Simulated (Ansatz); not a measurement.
```yaml
atoms:
  - { symbol: Cl, position_ang: [-0.0223, -0.0001, -2.1482] }
  - { symbol: Mg, position_ang: [0.0181, -0.0171, 0.0434] }
  - { symbol: Cl, position_ang: [0.0282, 0.0080, 2.2335] }
```

RHF on singlet MgCl₂ was run in several spherical basis sets with Ansatz (development build ahead of 0.2.0).

**Question.** Rank the basis sets by the total energy that they give, lowest first, with the distance from the lowest.
A. 6-31G
B. aug-cc-pVDZ
C. def2-TZVP

**Answer.** C (0.00 eV), B (0.19 eV), A (3.13 eV).

Totals follow the description of the cores as much as that of the bonds, so this order isn't one of quality for chemistry.
